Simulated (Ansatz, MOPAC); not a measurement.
Diamond-structure Ge, bulk modulus B0

Reference value: 77.3 GPa (measured, low-temperature value with the zero-point effect removed, sources range from 77.3 to 79.4; as tabulated in Tanner et al. (2021), arXiv:2110.11888).

### Question
Put these levels in order of the bulk modulus B0 that they give for diamond-structure Ge, smallest first: PBE0 (Ansatz, a quantum-chemistry and plane-wave program), PBEsol (Ansatz), PM6 semi-empirical Hartree-Fock (MOPAC) (MOPAC).

### Answer
PBEsol (66.9 GPa), PBE0 (74.1 GPa), PM6 semi-empirical Hartree-Fock (MOPAC) (138 GPa)

Unless a cell is named, each level is at its own relaxed cell (PM6 semi-empirical Hartree-Fock (MOPAC) 22.47, PBEsol 22.85, PBE0 22.88 Å³/atom).

Errors against the reference: PM6 semi-empirical Hartree-Fock (MOPAC) +79 %, PBEsol -13.5 %, PBE0 -4.1 %.

PM6 semi-empirical Hartree-Fock (MOPAC): the method was fitted mainly to molecules. PM6 semi-empirical Hartree-Fock (MOPAC): the run uses a supercell at the zone centre in place of a k mesh. Each level is taken at its own relaxed cell. Cutoffs and k meshes differ between the levels. Ansatz's density-functional and Hartree–Fock values are scalar-relativistic unless marked +SOC, with PAW data made under PBE.

Differences are worked out from the printed values.
